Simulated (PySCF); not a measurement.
# Carbon: a sound run and one with changed settings

Sound run: C [He] 2s2 2p2, C⁺ [He] 2s2 2p1. Calculation: PySCF 2.14, in cc-pVDZ; the non-relativistic Hamiltonian (point nucleus). The sound run starts from symmetry-adapted Hartree-Fock orbitals and uses a fine grid where one is needed.

Changed run: initial guess 1e, at most 5 SCF cycles. This setting is unsound on purpose.

```tsv
species	method	sound run (hartree)	changed run (hartree)	converged
C	UHF	-37.68654	-37.68654	no
C	MN15	-37.80223	-37.80223	no
C	M06-L	-37.84182	-37.84182	no
C⁺	UHF	-37.28953	-37.28953	no
C⁺	MN15	-37.38636	-37.38636	no
C⁺	M06-L	-37.41867	-37.41867	no
```

The SCF was stopped early; the energies are upper bounds that still move, and correlated levels were skipped or rest on poor orbitals.
